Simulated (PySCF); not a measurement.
Molecule: SMILES C(C)SSC, C₃H₈S₂.

Mapped SMILES: `[CH3:1][CH2:2][S:3][S:4][CH3:5]`. Each H is labelled by its parent atom.

Geometry PBE0-D3(BJ)/def2-SVP throughout; GIAO in PySCF 2.14.0 with density-fitted response routines, gas phase, one conformer, non-relativistic; equivalent atoms averaged; basis pcSseg-1.

For orientation, WP04 gives these absolute shieldings σ: C2 135.7, C5 145.3, C1 155.1, S3 318.0, S4 411.9, H(C5) 29.53, H(C2) 29.36, H(C1) 30.25 ppm.

A run gave: C2 162.7, C5 168.7, C1 175.9, S3 484.4, S4 581.1, H(C5) 29.64, H(C2) 29.64, H(C1) 30.31 ppm (absolute shieldings σ).

Task: Which functional was used in that run?
A. HF
B. PBE0
C. wB97X-D
D. OPBE
E. B97-2

Result: A. S3 tells them apart best: HF gives 484.4, OPBE gives 395.9, wB97X-D gives 394.6, B97-2 gives 391.4, PBE0 gives 392.8 ppm.
